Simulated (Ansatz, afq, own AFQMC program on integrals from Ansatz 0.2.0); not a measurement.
# Ta, quartet → Ta⁺, quintet

A free Ta atom.

E(quintet, charge +1) − E(quartet, charge +0) at this geometry, on UHF and UHF determinants.

Basis def2-SVP with its core potentials. Noble-gas cores (and the filled d shells of Ga–Kr and In–Xe) are frozen. Integrals, coupled cluster, full CI and functionals: Ansatz 0.2.0; the random walks run on the same integrals in our own AFQMC program. The CISD trial takes its coefficients from CCSD amplitudes. Released means that phaseless walkers are propagated on without the constraint, phases kept. Uncertainties: one standard error, sampling alone. No spin–orbit coupling. The metal's outer-core s and p shells are frozen, which shifts wave-function levels against functionals. The errors of all members are added in quadrature.

Full CI on the same integrals is exact in this basis and with this determinant's frozen core.

Errors are counted within def2-SVP, not against nature.

Cautions: no spin-orbit coupling; outer-core shells of the metal frozen; Ta (quartet): the released energies have errors that jump between times, so the bars are unsure, so no released level is given (meV from the phaseless value at times in 1/Eh: -8.1 ± 1.3 at 0.60, -11.9 ± 2.3 at 1.20, -15.4 ± 0.9 at 2.00, -14 ± 6 at 3.00, -21.1 ± 0.8 at 4.20), its ph-AFQMC/CISD value lies 35.3 ± 0.9 meV above full CI; Ta⁺ (quintet): the released energies have errors that jump between times, so the bars are unsure, so no released level is given (meV from the phaseless value at times in 1/Eh: 2.1 ± 1.8 at 0.60, 663 ± 659 at 1.20, -1.4 ± 0.8 at 2.00, 11 ± 11 at 3.00, -3 ± 3 at 4.20), though the last usable value meets full CI within the noise.

| level | vertical ionization energy (eV) |
| --- | --- |
| MP2 | 6.585 |
| HF | 5.730 |

Question: From these cheaper values, estimate the vertical ionization energy at the reference level in def2-SVP.

Answer: 6.894 eV (full CI in def2-SVP).

| level | vertical ionization energy (eV) | error against FCI (eV) |
| --- | --- | --- |
| CCSD | 6.799 | -0.094 |
| CCSD(T) | 6.858 | -0.036 |
| CCSDT | 6.889 | -0.004 |
| CCSDT(Q) | 6.892 | -0.001 |
| ph-AFQMC/CISD | 6.859 ± 0.0009 | -0.035 ± 0.0009 |

Correlation beyond CCSD(T) adds 0.036 eV. The perturbative (T) step is worth +0.058 eV.

CCSDT and higher add their correlation energy to the determinant of the CCSD(T) run, since their own runs factorise the integrals more tightly (a shift of under 2 meV).
